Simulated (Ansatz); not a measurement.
Structure optimisation: iron, bcc

These are results of DFT, revPBE, plane waves (420 eV) with PAW, scalar-relativistic (Ansatz 0.2.0), not measurements. The PAW files were generated under PBE, with cores re-solved for the functional.

k-point mesh 15×15×15, Fermi-Dirac smearing 0.1 eV, no spin polarisation. Cell and atoms relax.

Starting structure:

```
Fe
1.0
    -1.43325    1.43325    1.43325
     1.43325   -1.43325    1.43325
     1.43325    1.43325   -1.43325
Fe
1
Cartesian
  0.0000 0.0000 0.0000
```

**Question.** What cell does the relaxation end in?

**Answer.** Im-3m with a = 2.776 Å; 10.70 Å³ per atom against 11.78 at the start (-9.1 %).

**Question.** How much energy does the relaxation gain?

**Answer.** 70.6 meV per atom.

Path of the relaxation (the plane waves are chosen anew near the end, which can shift the energy a little):

```
step  E − E(final) (meV/atom)  V (Å³/atom)  P (GPa)  max force (eV/Å)
   0                    70.58       11.777   -19.18             0.000
   1                     6.79       11.024    -7.02             0.000
   2                    -0.48       10.633     1.53             0.000
   3                    -0.75       10.697     0.00             0.000
   4                     0.00       10.697     0.09             0.000
   5                     0.01       10.701     0.00             0.000
   6                     0.00       10.701     0.00             0.000
```

Spin polarisation is off here; a magnetic state may lie lower.
